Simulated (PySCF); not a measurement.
Gas-phase reaction: 2 Al(CH3)3 = AlCH3 + AlH(CH3)2 + C3H8

Method: PySCF energies plus ideal-gas RRHO corrections (1 bar). † marks an energy on the PBE0/def2-TZVP geometry and frequencies; other levels use their own. 6-31G* has spherical d functions here. All species are closed-shell singlets. Methyl groups turn as free rotors in Al(CH3)3, AlH(CH3)2. AlCH3, AlH(CH3)2: computed as isolated molecules; such fragments, hydroxides, amides, oligomers or adducts are transient or little studied in the gas. The harmonic model lacks anharmonicity and excited electronic states, which grow with temperature; levels with a mode under 35 cm⁻¹ are left out. Internal rotation in C3H8 is treated as a harmonic vibration of one conformer, which makes the entropy rough.

```json
[
 {"level": "HF/6-31G*", "ΔE electronic, kJ": "132", "ΔH°(298 K), kJ": "140", "ΔS°(298 K), J/K": "124", "ΔG°(600 K), kJ": "67"},
 {"level": "HF/def2-TZVP†", "ΔE electronic, kJ": "153", "ΔH°(298 K), kJ": "159", "ΔS°(298 K), J/K": "123", "ΔG°(600 K), kJ": "87"},
 {"level": "M06-2X/def2-TZVP†", "ΔE electronic, kJ": "198", "ΔH°(298 K), kJ": "204", "ΔS°(298 K), J/K": "123", "ΔG°(600 K), kJ": "132"},
 {"level": "PBE0/def2-SVP†", "ΔE electronic, kJ": "180", "ΔH°(298 K), kJ": "187", "ΔS°(298 K), J/K": "123", "ΔG°(600 K), kJ": "114"},
 {"level": "PBE0/def2-TZVP", "ΔE electronic, kJ": "190", "ΔH°(298 K), kJ": "196", "ΔS°(298 K), J/K": "123", "ΔG°(600 K), kJ": "124"},
 {"level": "ωB97M-V/def2-TZVP†", "ΔE electronic, kJ": "192", "ΔH°(298 K), kJ": "198", "ΔS°(298 K), J/K": "123", "ΔG°(600 K), kJ": "126"},
 {"level": "ωB97X-V/def2-TZVP†", "ΔE electronic, kJ": "196", "ΔH°(298 K), kJ": "203", "ΔS°(298 K), J/K": "123", "ΔG°(600 K), kJ": "131"}
]
```
ΔH° is lowest at HF/6-31G* and highest at M06-2X/def2-TZVP†. No reference value is set beside these.
